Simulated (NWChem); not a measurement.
**Basis-set convergence for H4Si**

```xyz
5

Si     0.0000     0.0000     0.0000
H      1.2273     0.0000    -0.8678
H     -1.2273     0.0000    -0.8678
H      0.0000     1.2273     0.8678
H      0.0000    -1.2273     0.8678
```
Charge 0, spin multiplicity 1.

Program: NWChem. Structure: optimised with PBE/def2-SVP, a minimum by its harmonic frequencies.

Quantity: vertical ionisation energy at the level ΔHF (Δ: difference of total energies, the cation a doublet at the parent's geometry with its hole in an orbital of symmetry b2 (C2v labels); it is the state that the SCF runs reached, from PBE0 orbitals for Hartree-Fock references, and need not be the lowest).

The Pople sets run with spherical d functions. The structure started from a generated list of species. The stability of the SCF solutions was not checked. Open-shell Hartree-Fock references start from PBE0 orbitals; any time given for them includes that run.

Costs are rough ratios of processor time within this set of runs, SCF included, with 3-21G as 1.

| basis | functions | vertical ionisation energy (eV) | relative cost |
|---|---|---|---|
| 3-21G | 21 | 12.14 | 1 |
| 6-31G* | 26 | (withheld) | under 3 |
| pcseg-1 | 38 | (withheld) | under 3 |
| def2-SVP | 38 | (withheld) | under 3 |
| cc-pVQZ | 179 | 11.96 | 20 |

Question: Complete the blanks.

Answer: 
- 6-31G*, vertical ionisation energy (eV): 12.08
- pcseg-1, vertical ionisation energy (eV): 12.03
- def2-SVP, vertical ionisation energy (eV): 12.05
